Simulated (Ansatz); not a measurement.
**AlSiH₄ (doublet): wave-function methods side by side at distance Al1–H4 along a hydrogen transfer = 1.475 Å, cc-pVDZ**

How much of the correlation energy of AlSiH₄ (doublet) does each wave-function method recover here?

Method: cc-pVDZ, core rule «outside noble gas», up to 10 orbitals frozen; program: Ansatz 0.2.0, Gaussian basis.

To be run: UHF; CCSD(T) on ROHF; CCSD(T) on UHF; BCCD(T) on ROHF; CISD; CCSDT(Q) on ROHF; CCSDT(Q) on UHF; CASSCF and MRCISD+Q, 3 electrons in 3 orbitals; CASSCF and NEVPT2, 3 electrons in 3 orbitals; CASSCF and NEVPT2, 9 electrons in 9 orbitals.

9 further runs of the same task are left out: 2 for a mislabelled method, 4 that didn't finish, 3 set aside as unsound or not needed.

## 1. What is computed

The geometry derives from fragments relaxed apart (PBE0/def2-TZVP) and kept rigid, so it is no stationary point. A hydrogen atom is moved between rigid fragments.

6 atoms, charge 0, spin multiplicity 2.

Atoms are counted from 1 here; the program's logs count them from 0.

Bond lengths: Al1–H2 1.586 Å, Al1–H3 1.586 Å, Al1–H4 1.475 Å, Si5–H6 1.532 Å. Angles: H2–Al1–H3 120.0°, H2–Al1–H4 120.0°, H3–Al1–H4 120.0°.

Coordinates:

```xyz
6
AlH4Si
Al   -1.7239    0.0252    0.0000
H    -2.5169    1.3986    0.0000
H    -2.5169   -1.3482    0.0000
H    -0.2489    0.0252    0.0000
Si    1.7681    0.0252    0.0000
H     2.1645   -1.4543    0.0000
```

## 2. UHF

in.yaml reads:

```yaml
crystal:
  periodic: [false, false, false]
  atoms:
    - {symbol: Al, position_ang: [-1.723929, 0.025233, 0.000000]}
    - {symbol: H, position_ang: [-2.516853, 1.398618, 0.000000]}
    - {symbol: H, position_ang: [-2.516853, -1.348151, 0.000000]}
    - {symbol: H, position_ang: [-0.248929, 0.025233, 0.000000]}
    - {symbol: Si, position_ang: [1.768071, 0.025233, 0.000000]}
    - {symbol: H, position_ang: [2.164505, -1.454280, 0.000000]}
basis:
  gaussian: {orbitals: cc-pVDZ}
magnetization: {spin_polarized: true, initial_magnetization: 1}
hamiltonian: {xc: hf}
output: {orbitals: {seedname: orbitals}}
```

Started as:

```
$ ansatz run in.yaml --threads 1 --pin off --events-out ev --progress --plain --max-ram 2393MiB
```

Further steps of the session: CCSD(T) on ROHF; CCSD(T) on UHF; BCCD(T) on ROHF; CISD; CCSDT(Q) on ROHF; CCSDT(Q) on UHF; CASSCF and MRCISD+Q, 3 electrons in 3 orbitals; CASSCF and NEVPT2, 3 electrons in 3 orbitals; CASSCF and NEVPT2, 9 electrons in 9 orbitals.

**Question.** What will the summary of the whole plan be? Wanted: UCCSDT(Q) below the RHF energy; RMP2 from UCCSDT(Q); UMP2 from UCCSDT(Q); RCCSD from UCCSDT(Q); RCCSD(T) from UCCSDT(Q); UCCSD(T) from UCCSDT(Q); RCCSDT(Q) from UCCSDT(Q); NEVPT2 pair from UCCSDT(Q); MRCISD+Q pair from UCCSDT(Q).

As calculated:

| quantity | value |
| --- | --- |
| UCCSDT(Q) below the RHF energy | -5.5748 eV |
| RMP2 from UCCSDT(Q) | +134.6 kJ/mol |
| UMP2 from UCCSDT(Q) | +136.6 kJ/mol |
| RCCSD from UCCSDT(Q) | +13.7 kJ/mol |
| RCCSD(T) from UCCSDT(Q) | +3.4 kJ/mol |
| UCCSD(T) from UCCSDT(Q) | +3.4 kJ/mol |
| RCCSDT(Q) from UCCSDT(Q) | 0.0 kJ/mol |
| NEVPT2 pair from UCCSDT(Q) | +134.4 kJ/mol |
| MRCISD+Q pair from UCCSDT(Q) | +4.2 kJ/mol |
| NEVPT2 frontier from UCCSDT(Q) | +124.8 kJ/mol |
| levels within 1 kcal/mol (43 meV) | RCCSD(T), UCCSD(T), BCCD(T), RCCSDT, UCCSDT, RCCSDT(Q) |
| T1 diagnostic | 0.019 |

What this shows: RCCSD(T) misses by +3.4 kJ/mol, 0.6 % of the correlation energy. Of the multireference levels listed MRCISD+Q pair comes nearest in total energy (+4.2 kJ/mol), which doesn't show that its space is the better one. These misses are within one basis, not against nature; the frozen cores of restricted and unrestricted runs differ, which can shift their rows.
